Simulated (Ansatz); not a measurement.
Reaction (isomerisation): `C=C(C)OC` → `C=CCCO`

Calculated with Ansatz (gas phase, PBE0-D4/def2-TZVP geometries, no zero-point term in ΔE). CCSD(T)/CBS adds triple-zeta CCSD(T) − MP2 to the extrapolated MP2 energy (def2 sets, frozen cores). DFT in def2-TZVPP. B3LYP here is the variant with VWN-RPA as its local correlation; programs differ in this. Each species was taken in one conformer, which may not be the lowest.

| level | ΔE (kJ/mol) | difference from CCSD(T)/CBS |
| --- | --- | --- |
| PBE-D4 | 8.9 | 12.2 |
| B3LYP-D4 | 8.5 | 11.8 |
| ωB97X-V | 4.9 | 8.2 |
| ωB97M-V | 2.9 | 6.2 |
| B2PLYP | 6.4 | 9.7 |
| SCS-MP2/def2-TZVPP | 0.0 | 3.3 |
| CCSD/def2-TZVPP | -2.1 | 1.2 |
| CCSD(T)/def2-TZVPP | -1.1 | 2.2 |
| HF/def2-QZVPP | 5.3 | 8.6 |
| HF/CBS(def2) | 5.3 | 8.6 |
| CCSD(T)/CBS | -3.3 | 0 |

Largest T1 diagnostic among the species: 0.012.

From PBE to PBE0 (25 % exact exchange), in def2-TZVPP and without D4, ΔE moves by −3.9 kJ/mol. In def2-TZVPP, CCSD(T) changes the Hartree–Fock value by −6.2 kJ/mol (the triples alone add +1.0 kJ/mol) and MP2 by −5.6 kJ/mol.
